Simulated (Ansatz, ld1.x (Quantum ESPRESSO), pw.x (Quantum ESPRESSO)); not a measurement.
W (Z = 74): one change to the TM potential, in the atom and in the fcc crystal

```
Element                 : tungsten (W)
Generator               : ld1.x (Quantum ESPRESSO) 7.5
Type                    : norm-conserving Troullier–Martins (Kleinman–Bylander form)
Functional              : PBEsol
Relativity              : scalar-relativistic
Frozen core             : [Xe] 4f14
Valence charge          : 6
Reference configuration : 5d4 6s2 6p0
Partial waves           : 6s (bound): rc 2.80 bohr; 5d (bound): rc 2.05 bohr; 5f channel at 0.15 Ry: rc 3.20 bohr; 6p (bound, empty): rc 3.00 bohr
Local potential         : the p channel
Core correction         : none
```

Change: reference 5d3 6s0 6p0.

Cutoffs, loose and tight: the cutoffs (Ry, on a coarse ladder) from which the occupation-weighted sum of valence levels, in a spherical-Bessel basis at the reference potential, stays within 10 and 1 mRy of its value at 400 Ry. They do not see the model core or the augmentation charge, which bear on the density cutoff. Test errors are all-electron minus pseudo excitation energies from the reference, over the configurations 5d4 6s1 6p0; 5d4 6s0 6p0; 5d3 6s0 6p0; 5d4 6s0 6p1; 5d3 6s2 6p0; 5d5 6s0 6p0; 5d4.5 6s1.5 6p0; variants that change the core or the reference have their own tests.

Crystal test: fcc W in pw.x 7.5, no spin, 14³ k-points, Fermi–Dirac smearing 0.01 Ry, cutoffs set for each file from its atomic test. The reference is all-electron LAPW (Ansatz 0.2.0) with the same functional, mesh and smearing; V0 and B0 come from Birch–Murnaghan fits to the pressures at five volumes. Errors are pseudo minus all-electron; Δ is the rms difference of the E(V) curves that follow from these fits, minima aligned, over ±6 % about the mean V0. Mesh and smearing are coarse, so the numbers serve the comparison and aren't converged zero-temperature values; the lattice is a test structure that the element need not adopt.

All-electron: a0 = 4.000 Å (V0 = 16.00 Å³/atom), B0 = 298.8 GPa.

Task: Does the change bring the crystal closer to the all-electron result?

Result: The mean pressure error goes from +18.42 to -0.37 GPa, so the change moves the solid closer to the all-electron pressures. At 80 % of its cutoff the pressure of the changed file moves by -0.56 GPa.

```csv
quantity,base,changed
outcome (atom),generated,generated
"cutoff, loose (atom)",30 Ry,30 Ry
"cutoff, tight (atom)",35 Ry,35 Ry
bound ghosts (atom),none,none
largest test error (meV) (atom),-170,+344
cutoffs in pw.x (Ry),45/180,45/180
a0 (Å),–,3.998
a0 error (%),–,-0.05
B0 error (%),–,+7.4
Δ (meV/atom),–,2.2
mean pressure error (GPa),+18.42,-0.37
```

A dash: not determined, or the minimum lies outside the volumes sampled.

Base: The largest radius (3.20 bohr) exceeds half the bond length (2.67 bohr), so the spheres overlap, which is one possible source of error among others. This is a poor potential for the solid. Changed file: The largest radius (3.20 bohr) exceeds half the bond length (2.67 bohr), so the spheres overlap, which is one possible source of error among others. The atomic cutoffs weigh occupied waves only.
